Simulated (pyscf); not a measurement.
Structures and frequencies: ωB97X-D3(BJ)/def2-SVP in PySCF. MP2 and CC: frozen core, UHF for open shells. ΔMP2 is the change of the MP2 total energy from the triple- to the quadruple-zeta basis.

**Question.** How much does it cost (ΔH, 298 K, CCSD(T)/def2-TZVPP + ΔMP2(QZVPP)) to split H₂C=C=CH–CH=CH₂ (SMILES C=C=CC=C) at its C–C bond into HC≡C–CH₂• + •HC=CH₂?

**Answer.** C–C to HC≡C–CH₂• + •HC=CH₂: 94.9 kcal/mol. The radicals are drawn with the spin at the cut bond; how far it spreads was not checked. Other isomers of HC≡C–CH₂•, •HC=CH₂ were not searched in full and may lie lower. The CCSD(T) − MP2 part came from Ansatz, without density fitting, on the same reference. A UHF reference is spin-contaminated (<S²> up to 0.98), which harms MP2 most.
